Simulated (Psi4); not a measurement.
# C4N2 (2-butynedinitrile): r2SCAN/cc-pVDZ

What is the vertical singlet–triplet gap of C4N2 (2-butynedinitrile) at r2SCAN/cc-pVDZ? 

The results are computed with Psi4 1.11.

2 further runs of the same task are left out: 2 that didn't finish.

## (1) The structure to begin with

The species is C4N2 (6 atoms), meant as a singlet with charge 0. As SMILES, `N#CC#CC#N`. Geometry: relaxed at PBE0-D4/def2-TZVP.

Bond lengths: N1–C2 1.155 Å, C2–C3 1.363 Å, C3–C4 1.207 Å, C4–C5 1.363 Å, C5–N6 1.155 Å. Angles: N1–C2–C3 180.0°, C2–C3–C4 180.0°, C3–C4–C5 180.0°, C4–C5–N6 180.0°.

## (2) The energy at r2SCAN/cc-pVDZ

calc.py

```python
import psi4

psi4.set_memory('2200 MB')
psi4.set_num_threads(1)
psi4.core.set_output_file('psi4.out', False)

m = psi4.geometry("""
N      0.03237101    -5.70784217     1.49089943
C      0.02022007    -3.59584646     0.93972301
C      0.00597153    -1.10314652     0.28893912
C     -0.00661404     1.10352447    -0.28752183
C     -0.02029566     3.59586536    -0.93959073
N     -0.03165291     5.70744533    -1.49243010
units bohr
symmetry c1
no_reorient
no_com
""")

psi4.set_options({
    'basis': 'cc-pVDZ',
    'reference': 'rks',
    'puream': True,
    'e_convergence': 1e-09,
    'd_convergence': 1e-08,
    'scf_type': 'pk',
    'dft_radial_points': 99,
    'dft_spherical_points': 590,
})

E, wfn = psi4.energy("r2scan", molecule=m, return_wfn=True)
psi4.oeprop(wfn, "MAYER_INDICES", "QUADRUPOLE", "DIPOLE")
print(f'total energy {E:.8f} hartree = {E * 27.211386:.5f} eV')
```

The run is started by

```sh
$ python calc.py
```

psi4.out:

```text
=> Loading Basis Set <=

    Name: CC-PVDZ
    Role: ORBITAL
    Keyword: BASIS

         ---------------------------------------------------------
                                   SCF
                              RKS Reference
                        1 Threads,   2098 MiB Core
         ---------------------------------------------------------

  ==> Geometry <==

    Molecular point group: c1
    Full point group: C1

    Geometry (in Bohr), charge = 0, multiplicity = 1:

       Center              X                  Y                   Z               Mass
    ------------   -----------------  -----------------  -----------------  -----------------
         N            0.032371010000    -5.707842170000     1.490899430000    14.003074004430
         C            0.020220070000    -3.595846460000     0.939723010000    12.000000000000
         C            0.005971530000    -1.103146520000     0.288939120000    12.000000000000
         C           -0.006614040000     1.103524470000    -0.287521830000    12.000000000000
         C           -0.020295660000     3.595865360000    -0.939590730000    12.000000000000
         N           -0.031652910000     5.707445330000    -1.492430100000    14.003074004430

  Running in c1 symmetry.

  Rotational constants: A = 1606679.88317  B =      0.04501  C =      0.04501 [cm^-1]
  Rotational constants: A = 48167051139.51589  B =   1349.39750  C =   1349.39747 [MHz]
  Nuclear repulsion =  144.352590562515644

  Charge       = 0
  Multiplicity = 1
  Electrons    = 38
  Nalpha       = 19
  Nbeta        = 19

  ==> Algorithm <==

  SCF Algorithm Type is PK.
  DIIS enabled.
  MOM disabled.
  Fractional occupation disabled.
  Guess Type is SAD.
  Energy threshold   = 1.00e-09
  Density threshold  = 1.00e-08
  Integral threshold = 1.00e-12

  ==> Primary Basis <==

  Basis Set: CC-PVDZ
    Blend: CC-PVDZ
    Number of shells: 36
    Number of basis functions: 84
    Number of Cartesian functions: 90
    Spherical Harmonics?: true
    Max angular momentum: 2

  ==> DFT Potential <==

   => LibXC <=

    Version 7.1.2

   => Composite Functional: R2SCAN <=

    r2SCAN Meta-GGA XC Functional  (0.1021/acs.jpclett.0c02405)

    Deriv               =              1
    GGA                 =           TRUE
    Meta                =           TRUE

    Exchange Hybrid     =          FALSE
    MP2 Hybrid          =          FALSE

   => Exchange Functionals <=

    1.0000   XC_MGGA_X_R2SCAN

   => Correlation Functionals <=

    1.0000   XC_MGGA_C_R2SCAN

   => LibXC Density Thresholds  <==

    XC_MGGA_C_R2SCAN:  1.00E-15
    XC_MGGA_X_R2SCAN:  1.00E-11

   => Molecular Quadrature <=

    Radial Scheme          =       TREUTLER
    Pruning Scheme         =           NONE
    Nuclear Scheme         =       TREUTLER

    Blocking Scheme        =         OCTREE
    BS radius alpha        =              1
    Pruning alpha          =              1
    Radial Points          =             99
    Spherical Points       =            590
    Total Points           =         326874
    Total Blocks           =           2386
    Max Points             =            256
    Max Functions          =             84
    Weights Tolerance      =       1.00E-15

  ==> Integral Setup <==

  Using in-core PK algorithm.
   Calculation information:
      Number of atoms:                   6
      Number of AO shells:              36
      Number of primitives:            132
      Number of atomic orbitals:        90
      Number of basis functions:        84

      Integral cutoff                 1.00e-12
      Number of threads:                 1

  Performing in-core PK
  Using 12748470 doubles for integral storage.
  We computed 183990 shell quartets total.
  Whereas there are 222111 unique shell quartets.

  ==> DiskJK: Disk-Based J/K Matrices <==

    J tasked:                  Yes
    K tasked:                   No
    wK tasked:                  No
    Memory [MiB]:              379
    Schwarz Cutoff:          1E-12

  Cached 50.0% of DFT collocation blocks in 0.773 [GiB].

  Minimum eigenvalue in the overlap matrix is 8.2373738272E-05.
  Reciprocal condition number of the overlap matrix is 2.0445715472E-05.
    Using symmetric orthogonalization.

  ==> Pre-Iterations <==

  SCF Guess: Superposition of Atomic Densities via on-the-fly atomic UHF (no occupation information).

   -------------------------
    Irrep   Nso     Nmo
   -------------------------
     A         84      84
   -------------------------
    Total      84      84
   -------------------------

  ==> Iterations <==

                        Total Energy        Delta E     RMS |[F,P]|

   @RKS iter SAD:  -260.94421189567259   -2.60944e+02   0.00000e+00
   @RKS iter   1:  -261.48625093576595   -5.42039e-01   7.15586e-03 ADIIS/DIIS
   @RKS iter   2:  -261.34363346757891    1.42617e-01   9.97820e-03 ADIIS/DIIS
   @RKS iter   3:  -261.52291508191809   -1.79282e-01   6.63390e-03 ADIIS/DIIS
   @RKS iter   4:  -261.68438145203407   -1.61466e-01   5.12329e-04 ADIIS/DIIS
   @RKS iter   5:  -261.68518247247908   -8.01020e-04   2.61069e-04 ADIIS/DIIS
   @RKS iter   6:  -261.68544619350786   -2.63721e-04   2.27200e-05 DIIS
   @RKS iter   7:  -261.68544809398145   -1.90047e-06   3.43850e-06 DIIS
   @RKS iter   8:  -261.68544803278417    6.11973e-08   4.99553e-06 DIIS
   @RKS iter   9:  -261.68544813500523   -1.02221e-07   2.59373e-07 DIIS
   @RKS iter  10:  -261.68544813497175    3.34808e-11   2.96271e-07 DIIS
   @RKS iter  11:  -261.68544813529388   -3.22132e-10   1.95039e-08 DIIS
   @RKS iter  12:  -261.68544813529519   -1.30740e-12   1.58783e-09 DIIS
  Energy and wave function converged.

  ==> Post-Iterations <==

   Electrons on quadrature grid:
      Ntotal   =   37.9999999765 ; deviation = -2.347e-08

    Orbital Energies [Eh]
    ---------------------

    Doubly Occupied:

       1A    -14.232600     2A    -14.232594     3A    -10.157916
       4A    -10.155810     5A    -10.147884     6A    -10.147833
       7A     -0.930454     8A     -0.928115     9A     -0.831139
      10A     -0.721712    11A     -0.632270    12A     -0.423917
      13A     -0.423917    14A     -0.384253    15A     -0.384253
      16A     -0.378003    17A     -0.376043    18A     -0.310722
      19A     -0.310722

    Virtual:

      20A     -0.141827    21A     -0.141827    22A      0.006522
      23A      0.006522    24A      0.095215    25A      0.151710
      26A      0.152235    27A      0.152237    28A      0.199442
      29A      0.305457    30A      0.390103    31A      0.405406
      32A      0.405406    33A      0.468444    34A      0.468444
      35A      0.479771    36A      0.562883    37A      0.562883
      38A      0.587081    39A      0.647707    40A      0.718935
      41A      0.718935    42A      0.801589    43A      0.847007
      44A      0.847008    45A      0.859049    46A      0.859049
      47A      0.860146    48A      0.910094    49A      0.910094
      50A      0.982104    51A      0.982104    52A      0.983589
      53A      0.983589    54A      1.010785    55A      1.106123
      56A      1.142357    57A      1.142357    58A      1.266160
      59A      1.347716    60A      1.347716    61A      1.388816
      62A      1.433121    63A      1.433121    64A      1.499891
      65A      1.629093    66A      1.700230    67A      1.700231
      68A      1.860552    69A      1.860553    70A      1.882914
      71A      1.882914    72A      1.996152    73A      2.117639
      74A      2.117639    75A      2.282377    76A      2.606548
      77A      2.606548    78A      2.747620    79A      2.826732
      80A      3.036044    81A      3.036044    82A      3.044390
      83A      3.115219    84A      3.262712

    Final Occupation by Irrep:
              A
    DOCC [    19 ]
    NA   [    19 ]
    NB   [    19 ]

  @RKS Final Energy:  -261.68544813529519

   => Energetics <=

    Nuclear Repulsion Energy =            144.3525905625156440
    One-Electron Energy =                -636.9087432786400313
    Two-Electron Energy =                 266.0531199700376419
    DFT Exchange-Correlation Energy =     -35.1824153892084013
    Empirical Dispersion Energy =           0.0000000000000000
    VV10 Nonlocal Energy =                  0.0000000000000000
    Total Energy =                       -261.6854481352951893

Computation Completed

Properties will be evaluated at   0.000000,   0.000000,   0.000000 [a0]

Properties computed using the SCF density matrix

 Multipole Moments:

 ------------------------------------------------------------------------------------
     Multipole            Electronic (a.u.)      Nuclear  (a.u.)        Total (a.u.)
 ------------------------------------------------------------------------------------

 L = 1.  Multiply by 2.5417464519 to convert [e a0] to [Debye]
 Dipole X            :         -0.0009583            0.0007181           -0.0002402
 Dipole Y            :          0.0005264           -0.0003968            0.0001296
 Dipole Z            :          0.0019280           -0.0014173            0.0005108
 Magnitude           :                                                    0.0005791

 ------------------------------------------------------------------------------------

	total time  =         62 seconds =       1.03 minutes

Properties will be evaluated at   0.000000,   0.000000,   0.000000 [a0]
OEProp: No title given, name of density matrix used for the following properties is 'SCF density'

 Multipole Moments:

 ------------------------------------------------------------------------------------
     Multipole            Electronic (a.u.)      Nuclear  (a.u.)        Total (a.u.)
 ------------------------------------------------------------------------------------

 L = 1.  Multiply by 2.5417464519 to convert [e a0] to [Debye]
 Dipole X            :         -0.0009583            0.0007181           -0.0002402
 Dipole Y            :          0.0005264           -0.0003968            0.0001296
 Dipole Z            :          0.0019280           -0.0014173            0.0005108
 Magnitude           :                                                    0.0005791

 L = 2.  Multiply by 1.3450342976 to convert [e a0^2] to [Debye ang]
 Quadrupole XX       :        -23.3960848            0.0197495          -23.3763353
 Quadrupole XY       :          3.5809029           -3.5154308            0.0654721
 Quadrupole XZ       :         -0.9358118            0.9186995           -0.0171123
 Quadrupole YY       :       -660.9458897          625.8511087          -35.0947809
 Quadrupole YZ       :        166.6200442         -163.5570988            3.0629454
 Quadrupole ZZ       :        -66.9198209           42.7432892          -24.1765317
 Traceless XX        :        227.0245136         -222.8516329            4.1728807
 Traceless YY        :       -410.5252912          402.9797263           -7.5455649
 Traceless ZZ        :        183.5007776         -180.1280933            3.3726842

 ------------------------------------------------------------------------------------

  Mayer Bond Indices:

  Irrep: 1 Size: 6 x 6

                 1                   2                   3                   4                   5

    1     0.00000000000000     2.98618972472544     0.03060394340642     0.16764586107117     0.00233570360924
    2     2.98618972472544     0.00000000000000     0.97334532385232    -0.16353541145292     0.11467556815182
    3     0.03060394340642     0.97334532385232     0.00000000000000     1.53564713228626    -0.16353144142125
    4     0.16764586107117    -0.16353541145292     1.53564713228626     0.00000000000000     0.97334261751935
    5     0.00233570360924     0.11467556815182    -0.16353144142125     0.97334261751935     0.00000000000000
    6     0.05731968905665     0.00233608023605     0.16765627498250     0.03060391504924     2.98617283559469

                 6

    1     0.05731968905665
    2     0.00233608023605
    3     0.16765627498250
    4     0.03060391504924
    5     2.98617283559469
    6     0.00000000000000

  Atomic Valences:

 #  #
 Irrep: 1
      1:    3.244094921868923
      2:    3.913011285512725
      3:    2.543721233106244
      4:    2.543704114473093
      5:    3.912995283453850
      6:    3.244088794919136
```

Standard output:

```text
total energy -261.68544814 hartree = -7120.82374 eV
```

Wall time 65 s (1 thread of Intel Xeon at 2.50GHz (Skylake/Cascade Lake), shared host); peak memory 1.1 GiB.

[end of part 1 of 2]
